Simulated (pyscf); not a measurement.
O=Ti=O + hydrogen (H₂) -> O=TiH–OH, an addition across a multiple bond or ene-type step (singlet surface; H–H broken, H–Ti, H–O formed). Structures and frequencies: ωB97X-D3(BJ)/def2-SVP in PySCF. Energies in kJ/mol from the separated reactants.

Small-basis levels: PySCF, no dispersion term, spherical d functions. Cost: rough CPU time at the saddle relative to B3LYP/6-31G*+LANL2DZ, from one job on a shared machine.

```tsv
level	barrier	reaction energy	cost
HF/STO-3G	2.9	-404.7	0.08
HF/3-21G	9.2	-263.0	0.1
HF/6-31G*+LANL2DZ	60.2	-204.6	0.1
SVWN5/6-31G*+LANL2DZ	-37.9	-140.2	1
B3LYP/STO-3G	-53.6	-289.1	0.6
B3LYP/3-21G	-25.5	-164.3	0.8
B3LYP/LANL2DZ	(withheld)	-129.5	0.9
ωB97M-D3(BJ)/def2-TZVP	(withheld)	-167.8	–
```

Problem. Fill in the missing entries.

Solution. 
- B3LYP/LANL2DZ, barrier: 26.9
- ωB97M-D3(BJ)/def2-TZVP, barrier: -4.8

Against the last row the barrier runs from -48.8 (B3LYP/STO-3G) to +65.0 kJ/mol (HF/6-31G*+LANL2DZ). ωB97M-D3(BJ)/def2-TZVP has limits of its own. On the reactant side the descent ends in an adduct with a H–Ti contact, 36.8 kJ/mol under the separated species and 30.5 kJ/mol under the saddle at ωB97X-D3(BJ)/def2-TZVP. At ωB97M-D3(BJ) the saddle lies under the separated reactants, which points to a path from their complex (located at ωB97X-D3(BJ) alone). This is the saddle that the search found; another between the same sides may lie lower.
